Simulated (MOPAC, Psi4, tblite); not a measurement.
Intermolecular potential of C2H4 ··· CH4O (SMILES C=C and CO), singlet. Monomers: optimised at B3LYP-D3(BJ) (def2-TZVP), held rigid. Orientation: a higher rigid-body minimum at GFN2-xTB. R is the distance of the centres of mass, along which the second monomer moves.

Geometry at R = 3.41 Å (first 6 atoms: monomer A):
```
12

C     -0.6559     0.0897    -0.0202
C      0.6559    -0.0897     0.0202
H     -1.3428    -0.7442    -0.0992
H     -1.0974     1.0779     0.0243
H      1.3428     0.7442     0.0992
H      1.0975    -1.0779    -0.0243
C      0.6389     2.5796     2.5471
O     -0.2121     1.5223     2.9671
H      1.6893     2.2714     2.5004
H      0.5466     3.3714     3.2891
H      0.3452     2.9846     1.5723
H     -0.1514     0.8050     2.3288
```

Levels of theory: PM7, restricted, heats of formation (MOPAC); PM3, restricted, heats of formation (MOPAC); GFN2-xTB (tblite); SAPT0/jun-cc-pVDZ, frozen core (Psi4).

Interaction energies in kcal/mol; the last columns give the difference from SAPT0:

```csv
R / Å,PM7,PM3,GFN2-xTB,SAPT0/jun-cc-pVDZ,PM7 − SAPT0/jun-cc-pVDZ,PM3 − SAPT0/jun-cc-pVDZ,GFN2-xTB − SAPT0/jun-cc-pVDZ
2.81,5.04,5.36,3.17,4.19,0.86,1.17,-1.02
3.02,0.41,1.02,-0.24,0.31,0.10,0.71,-0.55
3.19,-1.03,-0.79,-1.35,-1.15,0.13,0.36,-0.19
3.41,-1.49,-1.44,-1.74,-1.89,0.40,0.45,0.15
3.65,-1.40,-1.17,-1.64,-1.96,0.56,0.79,0.32
3.84,-1.25,-0.85,-1.44,-1.78,0.53,0.93,0.34
4.10,-1.08,-0.51,-1.15,-1.44,0.36,0.93,0.29
4.40,-0.88,-0.28,-0.86,-1.07,0.19,0.79,0.21
4.91,-0.58,-0.10,-0.51,-0.62,0.04,0.51,0.11
5.63,-0.27,-0.03,-0.25,-0.29,0.03,0.26,0.05
6.59,-0.08,-0.01,-0.10,-0.12,0.04,0.11,0.02
7.87,-0.04,0.00,-0.03,-0.05,0.00,0.04,0.01
```

PM7 is furthest from SAPT0/jun-cc-pVDZ at 2.81 (0.86 kcal/mol, above); its mean absolute difference over the points is 0.27 kcal/mol.

PM3 is furthest from SAPT0/jun-cc-pVDZ at 2.81 (1.17 kcal/mol, above); its mean absolute difference over the points is 0.59 kcal/mol.

GFN2-xTB is furthest from SAPT0/jun-cc-pVDZ at 2.81 (-1.02 kcal/mol, below); its mean absolute difference over the points is 0.27 kcal/mol.
